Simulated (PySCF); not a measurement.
phosphine (H3P), SMILES P. Atoms are numbered in the order given.

```xyz
4

P      0.0000     0.0000     0.1290
H     -1.0308    -0.5951    -0.6451
H      0.0000     1.1902    -0.6451
H      1.0308    -0.5951    -0.6451
```

Geometry optimised at PBE0-D3(BJ)/def2-TZVPD.

These are PySCF with SMD-B3LYP/6-31G* values and carry that method's errors.

Solvation free energies are E(SMD) − E(gas) at the gas-phase geometry, for 1 M in both phases. In vacuum the dipole moment is 0.96 D.

Problem. Rank water, tetrahydrofuran, methanol by solvation free energy, most negative first.

Solution. methanol (-0.8 kcal/mol), tetrahydrofuran (-0.3 kcal/mol), water (0.5 kcal/mol)
